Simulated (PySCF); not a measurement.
Identify the compound

Molecular formula: CH2N2. Simulated spectra:

1H NMR (500 MHz, computed): δ 3.86 (br s, 2H).

13C{1H} NMR (computed): δ 156.3 (C).

Single conformer, averaged over atoms made equivalent by symmetry, fast rotation or ring inversion, relativity neglected, in vacuum. NMR shieldings at PBE0/pcSseg-2/GIAO; geometry: PBE0-D3(BJ)/def2-TZVP; PySCF.

Referencing at the same level of theory: 1H and 13C against TMS.

Q: Deduce the structure.

A: 
1. Rings plus π bonds: 2 (no ring in the answer).
2. Carbon types of the structure: 1 × C, leaving 2 H on heteroatoms.
3. δC 156.3: central carbon of a heterocumulene.
4. δH 3.86: hydrogen on a heterocumulene nitrogen; exchangeable; this is the value without hydrogen bonding to other molecules.

These data were computed for diiminomethane (N=C=N).

Exchangeable OH/NH protons stand at their gas-phase positions; hydrogen bonding in a real sample shifts them, mostly to higher δ. Shifts are as computed. Against solution values, carbons near 30 ppm lie about +3 ppm off and those near 130 ppm about +9 ppm. Of 1211 compounds with measured shifts, 218 miss one by over three times the rms of a fit or turn the order of signals round; such compounds aren't used in these exercises.
